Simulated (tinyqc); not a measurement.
Worked calculation: Hueckel theory of the pi electrons, for the molecule c1c[cH-]nc1 (SMILES; centres numbered as the heavy atoms are written). One step of it, computed by the program tinyqc.

Question. Energy, charges, bond orders. E = sum n x; q_r = z_r - P_rr; bond order p = P_rs; free valence = sqrt(3) - sum of p over the bonds of the atom.

x values: 2.134991  0.833082  0.618034  -1.428072  -1.618034

occupations: 2.000000  2.000000  2.000000  0.000000  0.000000

charge and bond-order matrix P:
```
           1C         2C         3C         4N         5C
1C   1.175787   0.623000  -0.202934  -0.248243   0.691493
2C   0.623000   1.175787   0.691493  -0.248243  -0.202934
3C  -0.202934   0.691493   1.130478   0.602751  -0.316736
4N  -0.248243  -0.248243   0.602751   1.387471   0.602751
5C   0.691493  -0.202934  -0.316736   0.602751   1.130478
```

Centres:
```
centre  z_r, pi electrons of the neutral centre         h
1C                                            1  0.000000
2C                                            1  0.000000
3C                                            1  0.000000
4N                                            1  0.540000
5C                                            1  0.000000
```

Bonds:
```
i  j  k
1  2  1
2  3  1
3  4  1
4  5  1
5  1  1
```

Give: pi energy = 6 alpha + this times beta; pi charges; Bond orders and lengths from R = 1.517 - 0.180 p; free valence of the carbons; gap between the highest filled and the next level.

Answer.

pi energy = 6 alpha + this times beta = 7.1722

pi charges: 1C -0.1758, 2C -0.1758, 3C -0.1305, 4N -0.3875, 5C -0.1305

Bond orders and lengths from R = 1.517 - 0.180 p (angstrom, C-C alone):
```
bond       p       R
1-2   0.6230  1.4049
2-3   0.6915  1.3925
3-4   0.6028       -
4-5   0.6028       -
5-1   0.6915  1.3925
```

free valence of the carbons: 1C 0.4176, 2C 0.4176, 3C 0.4378, 5C 0.4378

gap between the highest filled and the next level = 2.0461 |beta|
